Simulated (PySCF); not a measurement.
# CF₃: breathing scan

Computed with Ur2SCAN in PySCF with C def2-TZVP, F def2-TZVP; no relativity; density-fitted integrals.

Rigid scan from the doublet minimum (C–F 1.321 Å (×3); F–C–F 111.2° (×3)). Coordinate: all bonds to the central atom scaled together. Energies in kJ/mol from the minimum.

| scale of all bonds to the centre | E (kJ/mol) | dipole size (D) | ⟨S²⟩ |
| --- | --- | --- | --- |
| 0.88 | 273.5 | 0.10 | 0.75 |
| 0.92 | 106.9 | 0.03 | 0.75 |
| 0.96 | 23.6 | 0.15 | 0.75 |
| 1.00 | 0.0 | 0.26 | 0.75 |
| 1.04 | 18.6 | 0.36 | 0.75 |
| 1.08 | 66.2 | 0.46 | 0.75 |
| 1.14 | 171.7 | 0.60 | 0.75 |
| 1.22 | 342.7 | 0.79 | 0.76 |
| 1.35 | 626.5 | 1.06 | 0.78 |

Other isomers or separated fragments may lie lower.
